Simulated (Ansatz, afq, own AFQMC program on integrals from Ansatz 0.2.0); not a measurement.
Integrals from Ansatz 0.2.0, then the random walk in our own AFQMC program (afq).

```yaml
crystal:
  periodic: [false, false, false]
  atoms:
    - {symbol: B, position_ang: [0.000000, 0.000000, 0.679421]}
    - {symbol: N, position_ang: [0.000000, 0.000000, -0.547579]}
    - {symbol: H, position_ang: [0.000000, 1.046904, 1.259836]}
    - {symbol: H, position_ang: [0.000000, -1.046904, 1.259836]}
    - {symbol: H, position_ang: [0.000000, 0.841351, -1.098838]}
    - {symbol: H, position_ang: [0.000000, -0.841351, -1.098838]}
basis:
  gaussian: {orbitals: 6-31G}
magnetization: {spin_polarized: false}
correlation: {method: ccsd_t, electrons: outside_noble_gas, hamiltonian_folder: ham}
```

```sh
$ ansatz run in.yaml --threads 1 --pin off --events-out ev --progress --plain --max-ram 1382MiB
```

Options of the walk:

```
--method phaseless --trial cisd --walkers 180 --populations 1 --least-time 40 --time-step 0.005 --steps-per-block 50 --equilibration-blocks 28 --max-blocks 300 --target-error 0.00042 --factor-cut 1e-05 --seed 555 --release-times 0.24,0.51,0.99,1.62,2.4 --release-step 0.03 --release-every 4 --taylor-order 6
```

Times are imaginary, in 1/Eh. The walk had a cap of 529 s.

Output of the walk:

```
orbitals 24  electrons 6 6  factors 178 of 386
reference energy -81.42976851 Eh
CCSD correlation -0.18431592 Eh in 8 cycles, weight of the determinant in the CISD state 0.9215
energy of the start -81.614084 Eh
 block  time / (1/Eh)  mean weight  energy / Eh
     1     0.250  0.9999  -81.612003
     2     0.500  1.0009  -81.613798
     3     0.750  1.0010  -81.615190
     4     1.000  0.9996  -81.617365
     5     1.250  0.9998  -81.614915
    10     2.500  0.9998  -81.615998
    29     7.250  0.9999  -81.623739
    49    12.250  0.9999  -81.620652
    69    17.250  0.9997  -81.615261
    89    22.250  0.9996  -81.616293
    93    23.250  0.9997  -81.613712
   109    27.250  1.0013  -81.617907
   129    32.250  0.9987  -81.616629
   149    37.250  1.0012  -81.618226
   169    42.250  0.9996  -81.618829
   185    46.250  1.0002  -81.623969
blocks merged  error / Eh  count
     1  0.000155  160
     2  0.000180  80
     4  0.000195  40
     8  0.000181  20
    16  0.000167  10
released: time / (1/Eh)  energy / Eh  error  mean overlap
  0.24  -81.618262  0.000211  0.9993
  0.51  -81.618345  0.000210  0.9884
  0.99  -81.618355  0.000200  0.9786
  1.62  -81.618196  0.000237  0.9837
  2.40  -81.618045  0.000241  0.9856
energy -81.618115 +/- 0.000195 Eh
(rows thinned)
```

The run passed its tests (sampling time, drift between the halves within three errors, error under three times the target), which doesn't prove that it has relaxed.

Against this walk (error 5.3 meV) on the same determinant: CCSD(T) 18.7 meV higher, CCSDT(Q) 0.3 meV higher (within the noise). The error is statistical and leaves out the bias of the constraint. Released to 2.40 1/Eh the energy moves by 2 ± 8 meV (both errors), within twice the noise.

Cautions: constraint bias not in the error.

The walk took 2.1 min on 1 thread of Arm Neoverse V2, on a shared host. The log's last line is the phaseless energy.

CCSDT and higher add their correlation energy to the determinant of the CCSD(T) run, since their own runs factorise the integrals more tightly (a shift of under 2 meV). A walk keeps the symmetry of its determinant, which the program's search chose and which needn't be the lowest solution, so a lower state of the same spin and another symmetry isn't excluded.
